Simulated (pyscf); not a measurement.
Thermochemistry of product channels of H₂As–InH₂ + GaH₃ on the singlet surface, in eV, from ωB97M-D3(BJ)/def2-TZVP energies (ideal gas, 1 atm, RRHO with modes under 100 cm⁻¹ raised to 100, one conformer, R ln 2 for chiral ones without a mode under 150 cm⁻¹). Single points on ωB97X-D3(BJ)/def2-SVP structures (PySCF, gas phase).

```tsv
products	ΔE	ΔH(298 K)	ΔG(298 K)	ΔG(1200 K)
H₂Ga–InH–AsH₂ + H₂	-0.36	-0.34	-0.28	-0.23
H₂Ga–AsH–InH₂ + H₂	-0.57	-0.58	-0.49	-0.36
```

These are energies of the channels, which say nothing of barriers. Elements up to Kr have no core potential and no relativistic terms here. Elements past Kr carry the def2 core potentials, without spin-orbit coupling.
